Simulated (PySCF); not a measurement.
## Assignment exercise: C3H3F

Molfile (atoms numbered from 1):
```
C3H3F
     RDKit          3D

  7  6  0  0  0  0  0  0  0  0999 V2000
    1.6923    0.2232   -0.2095 C   0  0  0  0  0  0  0  0  0  0  0  0
    0.5144    0.0503   -0.0679 C   0  0  0  0  0  0  0  0  0  0  0  0
   -0.9075   -0.1839    0.1070 C   0  0  0  0  0  0  0  0  0  0  0  0
   -1.6205    0.9974    0.0812 F   0  0  0  0  0  0  0  0  0  0  0  0
    2.7377    0.3811   -0.3361 H   0  0  0  0  0  0  0  0  0  0  0  0
   -1.2874   -0.8259   -0.6936 H   0  0  0  0  0  0  0  0  0  0  0  0
   -1.0953   -0.6715    1.0683 H   0  0  0  0  0  0  0  0  0  0  0  0
  1  2  3  0
  2  3  1  0
  3  4  1  0
  1  5  1  0
  3  6  1  0
  3  7  1  0
M  END
```

Method: geometry from PBE0-D3(BJ)/def2-TZVP, σ from GIAO-B97-2/pcSseg-2, in PySCF 2.14 (rapidly exchanging positions averaged, non-relativistic Hamiltonian, isolated molecule, a single conformation).

Referencing at the same level of theory: ¹³C (σ = 185.38 ppm) and ¹H (σ = 31.64 ppm) vs TMS.

(1) Assign these signals to the numbered atoms. ¹³C{¹H} NMR (computed): δ 83.4, 82.8, 74.4.

(2) Assign these signals to the numbered atoms. ¹H NMR (600 MHz, computed): δ 5.02 (m, 2H), 2.34 (t, 1H).

## Answers

(1) 
```tsv
δ (ppm)	atoms	environment	reason
83.4	C1	terminal alkyne carbon	sp carbons lie upfield of alkene carbons because the cylindrical π system leaves one tensor component strongly shielded
82.8	C2	alkyne carbon	the triple bond shields along its axis, which puts it between sp3 and sp2 carbons
74.4	C3	propargylic sp3 CH2 bonded to F	pulled downfield by the heteroatom
```

C1 and C2 lie closer than the usual error of such a calculation, so a measured spectrum could show them in the other order.

(2) 
5.02 → H6/H7, hydrogen on a propargylic sp3 CH2 bonded to F: its carbon carries F, hence the downfield position
2.34 → H5, hydrogen on a terminal alkyne carbon: it lies on the axis of the triple bond, in its shielding cone

Splittings by ¹⁹F in the carbon and heteronuclear signals aren't shown, as no couplings were computed. Shifts are as computed. Against solution values, carbons near 30 ppm lie about +3 ppm off and those near 130 ppm about +7 ppm. Of 1211 compounds with measured shifts, 218 miss one by over three times the rms of a fit or turn the order of signals round; such compounds aren't used in these exercises. Multiplicities follow the n + 1 count of equivalent neighbours, as no J values were calculated; m marks all less simple cases, F and P coupling included.
